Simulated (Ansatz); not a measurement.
Process, species as SMILES: C=[C]F → 2 C atom + F atom + 2 H atom
B3LYP-D3(BJ)/def2-TZVP geometries, fixed; electronic energies without zero-point terms.
Largest species:
```xyz
5

C     -0.0030     0.4279    -0.0061
C      1.2000    -0.0902     0.0004
F     -1.1765    -0.1568     0.0031
H      1.3403    -1.1676     0.0158
H      2.0667     0.5527    -0.0094
```
Charge 0, spin multiplicity 2.

Basis-set convergence of the atomisation energy at wB97M-V with Ansatz (a quantum-chemistry and plane-wave program). Cartesian d functions, on some or all atoms, in 6-31G**, 6-31+G*; all else is spherical. The program fits the integrals of some runs and decomposes those of others, by size. Open shells are unrestricted. The functional holds VV10 correlation; no added dispersion term, no relativity. Functions are those of the species that has most. Reference: the value in aug-pcseg-3, 455.30 kcal/mol, itself unsure by roughly 0.42 kcal/mol (its mean distance from aug-cc-pVQZ, cc-pV5Z, def2-QZVPPD). Deviations are taken from unrounded values.

```json
[
 {"basis": "STO-3G", "functions": "17", "atomisation energy (kcal/mol)": "522.66", "minus reference (kcal/mol)": "67.36"},
 {"basis": "3-21G", "functions": "31", "atomisation energy (kcal/mol)": "447.01", "minus reference (kcal/mol)": "-8.29"},
 {"basis": "6-31G", "functions": "31", "atomisation energy (kcal/mol)": "435.00", "minus reference (kcal/mol)": "-20.30"},
 {"basis": "def2-SVP", "functions": "52", "atomisation energy (kcal/mol)": "463.63", "minus reference (kcal/mol)": "8.33"},
 {"basis": "6-31G**", "functions": "55", "atomisation energy (kcal/mol)": "460.46", "minus reference (kcal/mol)": "5.16"},
 {"basis": "6-31+G*", "functions": "61", "atomisation energy (kcal/mol)": "450.49", "minus reference (kcal/mol)": "-4.81"},
 {"basis": "6-311+G**", "functions": "78", "atomisation energy (kcal/mol)": "449.25", "minus reference (kcal/mol)": "-6.05"},
 {"basis": "def2-SVPD", "functions": "79", "atomisation energy (kcal/mol)": "462.78", "minus reference (kcal/mol)": "7.48"},
 {"basis": "aug-cc-pVDZ", "functions": "87", "atomisation energy (kcal/mol)": "447.62", "minus reference (kcal/mol)": "-7.68"},
 {"basis": "aug-pcseg-1", "functions": "87", "atomisation energy (kcal/mol)": "449.91", "minus reference (kcal/mol)": "-5.39"},
 {"basis": "pcseg-2", "functions": "118", "atomisation energy (kcal/mol)": "455.14", "minus reference (kcal/mol)": "-0.16"},
 {"basis": "def2-TZVPD", "functions": "132", "atomisation energy (kcal/mol)": "454.40", "minus reference (kcal/mol)": "-0.90"},
 {"basis": "aug-pcseg-2", "functions": "184", "atomisation energy (kcal/mol)": "455.45", "minus reference (kcal/mol)": "0.15"},
 {"basis": "cc-pVQZ", "functions": "225", "atomisation energy (kcal/mol)": "455.39", "minus reference (kcal/mol)": "0.10"},
 {"basis": "def2-QZVPP", "functions": "231", "atomisation energy (kcal/mol)": "454.72", "minus reference (kcal/mol)": "-0.58"},
 {"basis": "pcseg-3", "functions": "246", "atomisation energy (kcal/mol)": "455.27", "minus reference (kcal/mol)": "-0.03"},
 {"basis": "def2-QZVPPD", "functions": "258", "atomisation energy (kcal/mol)": "454.69", "minus reference (kcal/mol)": "-0.61"},
 {"basis": "cc-pV5Z", "functions": "383", "atomisation energy (kcal/mol)": "455.08", "minus reference (kcal/mol)": "-0.22"}
]
```
